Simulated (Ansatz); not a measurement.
Saddle point of CH7BS, closed shell (CH₅B ([BH2][CH3]) + H₂S → BH₃S ([BH2][SH]) + CH₄; bonds formed: C2–H5; dative contacts that become bonds: B1–S6; bonds broken: B1–C2, H5–S6), PBE0-D4/def2-TZVP structure:

```
10
angstrom
B -0.7965 0.0200 -0.2029
C 0.8651 0.2122 -0.6605
H -1.1721 -1.0500 -0.5731
H -1.3796 1.0197 -0.5015
H 0.2590 0.2030 0.6680
S -0.8558 0.0582 1.8330
H 0.6571 0.2530 -1.7318
H 1.3831 1.1388 -0.3996
H 1.5204 -0.6407 -0.4758
H -0.4807 -1.2141 2.0442
```

Energies are electronic, without zero-point energy. Barriers and step energies count from the start structure reached by relaxing down the imaginary mode; all methods use the PBE0-D4 structures, on which another method's saddle can fall below an end. Ansatz 0.2.0; basis: def2-TZVPP, with def2-QZVPP for the basis limit; cores frozen in the correlated methods. B3LYP uses VWN-RPA correlation. Extrapolation: Hartree–Fock as exp(−7.88 √X), correlation as X^−2.97.

```json
{"method": "SPW92", "barrier (kcal/mol)": "16.58", "step energy (kcal/mol)": "-4.34"}
{"method": "PBE-D4", "barrier (kcal/mol)": "19.09", "step energy (kcal/mol)": "-11.93"}
{"method": "BLYP-D4", "barrier (kcal/mol)": "22.63", "step energy (kcal/mol)": "-16.58"}
{"method": "r2SCAN-D4", "barrier (kcal/mol)": "20.81", "step energy (kcal/mol)": "-14.00"}
{"method": "B97M-V", "barrier (kcal/mol)": "?", "step energy (kcal/mol)": "-16.91"}
{"method": "PBE0-D4", "barrier (kcal/mol)": "21.75", "step energy (kcal/mol)": "-12.50"}
{"method": "B3LYP-D4", "barrier (kcal/mol)": "?", "step energy (kcal/mol)": "-16.66"}
{"method": "r2SCAN0-D4", "barrier (kcal/mol)": "22.81", "step energy (kcal/mol)": "-13.96"}
{"method": "BHLYP-D4", "barrier (kcal/mol)": "?", "step energy (kcal/mol)": "-17.73"}
{"method": "CAM-B3LYP-D4", "barrier (kcal/mol)": "25.75", "step energy (kcal/mol)": "-16.01"}
{"method": "wB97X-V", "barrier (kcal/mol)": "25.18", "step energy (kcal/mol)": "-15.22"}
{"method": "wB97M-V", "barrier (kcal/mol)": "24.77", "step energy (kcal/mol)": "-15.06"}
{"method": "B2PLYP", "barrier (kcal/mol)": "24.64", "step energy (kcal/mol)": "-17.59"}
{"method": "PBE-QIDH", "barrier (kcal/mol)": "23.62", "step energy (kcal/mol)": "-13.70"}
{"method": "RPA on PBE", "barrier (kcal/mol)": "25.15", "step energy (kcal/mol)": "-17.52"}
{"method": "HF", "barrier (kcal/mol)": "35.49", "step energy (kcal/mol)": "-26.05"}
{"method": "MP2", "barrier (kcal/mol)": "23.03", "step energy (kcal/mol)": "-15.38"}
{"method": "CCSD", "barrier (kcal/mol)": "27.23", "step energy (kcal/mol)": "-17.34"}
{"method": "CCSD(T)", "barrier (kcal/mol)": "25.22", "step energy (kcal/mol)": "-16.36"}
```

Task: Fill in the withheld barriers. (Judge from chemistry; the value comes from the calculation.)

Result: By the calculation: BHLYP-D4 28.21; B3LYP-D4 24.52; B97M-V 22.80 kcal/mol. Each is the energy of the saddle less that of the start structure, by the same method.

For comparison, the barrier by CCSD(T) at an estimated basis limit (MP2 extrapolated from triple and quadruple zeta, plus CCSD(T) − MP2 in triple zeta) is 24.57 kcal/mol.

The T1 diagnostic stays at or below 0.013.

Labels in which every atom is bracketed show which atoms are joined, not bond orders.

For scale, one of the runs: CCSD(T)/def2-TZVPP, 202 basis functions (an equivalent command: `ansatz run in.yaml --threads 2`). The run took 33 s on 2 CPU threads (shared host), with 2.7 GiB of host memory at its peak.
